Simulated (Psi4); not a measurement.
**OF2 (oxygen difluoride): CCSD/cc-pVDZ (sweep point 5)**

What is the vertical ionisation energy of OF2 (oxygen difluoride) at CCSD/cc-pVDZ (sweep point 5)? The job is set up through a Python script.

Program for the calculation: Psi4 1.11.

### 1 Starting point

OF2 has 3 atoms, charge 0, and is taken as a singlet. SMILES: `FOF`. Geometry: relaxed at GFN2-xTB.

Bond lengths: F1–O2 1.366 Å, O2–F3 1.366 Å. Angles: F1–O2–F3 106.0°.

### 2 A single-point energy at CCSD/cc-pVDZ (sweep point 5)

Input file run.py:

```python
import psi4

psi4.set_memory('1600 MB')
psi4.set_num_threads(1)
psi4.core.set_output_file('output.dat', False)

mol = psi4.geometry("""
0 1
F      0.956190    -0.330530     0.490900
O      0.000730     0.544900     0.060070
F     -0.956920    -0.214370    -0.550970
symmetry c1
""")

options = {'reference': 'rhf', 'puream': True, 'scf_type': 'pk', 'num_frozen_docc': 3}
psi4.set_options(options)

e_tot, wfn = psi4.energy("ccsd/cc-pVDZ", return_wfn=True)
print(f'ccsd/cc-pVDZ energy: {e_tot:.10f} Eh')
```

On the command line:

```console
python run.py
```

output.dat, shortened:

```text
[...]
  Running in c1 symmetry.
[...]
  Nuclear repulsion =   75.433387251189458
[...]
  Multiplicity = 1
[...]
  Nalpha       = 13
  Nbeta        = 13
[...]
    Number of basis functions: 42
[...]
   @RHF iter   1:  -273.39201757216006   -6.68392e-01   1.06741e-02 DIIS/ADIIS
[...]
   @RHF iter  13:  -273.46761754895255   -1.13687e-12   2.99551e-09 DIIS
[...]
    Orbital Energies [Eh]
    ---------------------
    Doubly Occupied:
       1A    -26.402898     2A    -26.402785     3A    -20.810817
       4A     -1.783487     5A     -1.652658     6A     -1.277767
       7A     -0.830522     8A     -0.815894     9A     -0.812112
      10A     -0.724308    11A     -0.680257    12A     -0.646522
      13A     -0.566871
[...]
  @RHF Final Energy:  -273.46761754895255
   => Energetics <=
    Nuclear Repulsion Energy =             75.4333872511894583
    One-Electron Energy =                -530.9882119118210539
    Two-Electron Energy =                 182.0872071116790494
    Total Energy =                       -273.4676175489525463
[...]
 Multipole Moments:
 ------------------------------------------------------------------------------------
     Multipole            Electronic (a.u.)      Nuclear  (a.u.)        Total (a.u.)
 ------------------------------------------------------------------------------------
 L = 1.  Multiply by 2.5417464519 to convert [e a0] to [Debye]
 Dipole X            :         -0.0172028            0.0249991            0.0077964
 Dipole Y            :         -0.3302041            0.4617161            0.1315119
 Dipole Z            :         -0.0000000            0.0000000           -0.0000000
 Magnitude           :                                                    0.1317428
[...]
      * MP2 total energy                      = -274.041592222353472
[...]
      * CCSD total energy                     = -274.052448519426207
```

The script printed:

```text
ccsd/cc-pVDZ energy: -274.0524485194 Eh
```

It took 6 s on 1 thread of AMD EPYC 7R43 (Zen 3), shared host; peak memory 0.21 GiB.

### 3 The doublet cation, same level

Input file calc.py:

```python
import psi4

psi4.set_memory(1600000000)
psi4.set_num_threads(1)
psi4.core.set_output_file('run.log', False)

molecule = psi4.geometry("""
1 2
F      0.956190    -0.330530     0.490900
O      0.000730     0.544900     0.060070
F     -0.956920    -0.214370    -0.550970
symmetry c1
""")

psi4.set_options({
    'basis': 'cc-pVDZ',
    'reference': 'uhf',
    'puream': True,
    'scf_type': 'pk',
    'num_frozen_docc': 3,
    'maxiter': 150,
})

E, wfn = psi4.energy('ccsd', molecule=molecule, return_wfn=True)
print(f'total energy {E:.8f} hartree = {E * 27.211386:.5f} eV')
```

On the command line:

```console
python calc.py
```

run.log, shortened:

```text
[...]
  Running in c1 symmetry.
[...]
  Nuclear repulsion =   75.433387251189458
[...]
  Multiplicity = 2
[...]
  Nalpha       = 13
  Nbeta        = 12
[...]
    Number of basis functions: 42
[...]
   @UHF iter   1:  -272.72975985527722   -6.13417e-03   1.84119e-02 ADIIS/DIIS
[...]
   @UHF iter  24:  -273.00077263237517   -1.08002e-12   1.93196e-09 DIIS
[...]
   @S^2 Observed:                1.034587748E+00
[...]
    Orbital Energies [Eh]
    ---------------------
    Alpha Occupied:
       1A    -26.812780     2A    -26.812485     3A    -21.347637
       4A     -2.233040     5A     -2.027457     6A     -1.754714
       7A     -1.333683     8A     -1.260107     9A     -1.230347
      10A     -1.114660    11A     -1.069418    12A     -1.063744
      13A     -1.050453
    Alpha Virtual:
      14A     -0.234520    15A     -0.196264    16A      0.645109
      17A      0.686537    18A      0.700986    19A      0.943789
      20A      1.062956    21A      1.070571    22A      1.095736
      23A      1.171881    24A      1.253105    25A      1.277157
[...]
  @UHF Final Energy:  -273.00077263237517
   => Energetics <=
    Nuclear Repulsion Energy =             75.4333872511894583
    One-Electron Energy =                -520.2302015053153355
    Two-Electron Energy =                 171.7960416217507031
    Total Energy =                       -273.0007726323751740
  UHF NO Occupations:
  HONO-2 :   11  A 1.9353259
  HONO-1 :   12  A 1.9192740
[...]
 Multipole Moments:
 ------------------------------------------------------------------------------------
     Multipole            Electronic (a.u.)      Nuclear  (a.u.)        Total (a.u.)
 ------------------------------------------------------------------------------------
 L = 1.  Multiply by 2.5417464519 to convert [e a0] to [Debye]
 Dipole X            :         -0.0036085            0.0249991            0.0213906
 Dipole Y            :         -0.0703881            0.4617161            0.3913280
 Dipole Z            :          0.0000000            0.0000000            0.0000000
 Magnitude           :                                                    0.3919122
[...]
      * MP2 total energy                      = -273.521908354798200
[...]
      * CCSD total energy                     = -273.582958425659399
```

Standard output:

```text
total energy -273.58295843 hartree = -7444.57148 eV
```

Run time: 9.3 s. Hardware: 1 thread of AMD EPYC 7R43 (Zen 3), shared host; peak memory 0.22 GiB.

### 4 Summary of results

Level: CCSD/cc-pVDZ (sweep point 5), 3 core orbitals frozen.

```
                                                                  quantity          value
                                                 singlet OF2: total energy  -274.05245 Eh
                          singlet OF2: HOMO energy (Hartree–Fock orbitals)      -15.43 eV
                          singlet OF2: LUMO energy (Hartree–Fock orbitals)        4.40 eV
                        singlet OF2: HOMO–LUMO gap (Hartree–Fock orbitals)       19.82 eV
                  singlet OF2: correlation energy (3 core orbitals frozen)     -584.8 mEh
                                                singlet OF2: T1 diagnostic          0.014
                                              doublet cation: total energy  -273.58296 Eh
doublet cation: HOMO energy (Hartree–Fock orbitals) (highest over α and β)      -28.58 eV
 doublet cation: LUMO energy (Hartree–Fock orbitals) (lowest over α and β)       -9.67 eV
               doublet cation: correlation energy (3 core orbitals frozen)     -582.2 mEh
                         doublet cation: ⟨S²⟩ of the reference determinant          1.035
                                             doublet cation: T1 diagnostic          0.092
                        vertical ionisation energy (to the doublet cation)      12.775 eV
```

What this shows: The vertical ionisation energy comes to 12.78 eV (1233 kJ/mol). ⟨S²⟩ (doublet cation) is 1.03 where a pure doublet has 0.75: the reference is spin-contaminated. The T1 diagnostic (doublet cation) of 0.092 is above the customary mark for such species, so a single reference may not serve.
